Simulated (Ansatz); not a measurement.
Basis-set extrapolation for `OC(O)(Cl)C=S` (PBE0-D4/def2-TZVP geometry, frozen core, Ansatz 0.2.0). Multiplicity 1, RHF reference.

|  | def2-TZVPP | def2-QZVPP |
| --- | --- | --- |
| HF | -1084.328266 | -1084.362075 |
| MP2 correlation | -1.160805 | -1.255521 |
| CCSD(T) correlation | -1.250955 | not run |

Energies in hartree. Use E(X) = E(∞) + A·exp(−7.88·√X) for Hartree–Fock and E(X) = E(∞) + B·X^(−2.97) for correlation, with X = 3 and 4, and add CCSD(T) minus MP2 of the smaller set to the MP2 limit.

Question: What is the CCSD(T) energy at the basis-set limit?

Answer: HF limit: -1084.362075 + (-0.033809) × 0.13774 = -1084.36673. MP2 limit: -1.255521 + (-0.094716) × 0.74074 = -1.32568. Higher-order term: -1.250955 − (-1.160805) = -0.09015. Total: -1085.78256 hartree, 5.53 eV below CCSD(T)/def2-TZVPP.
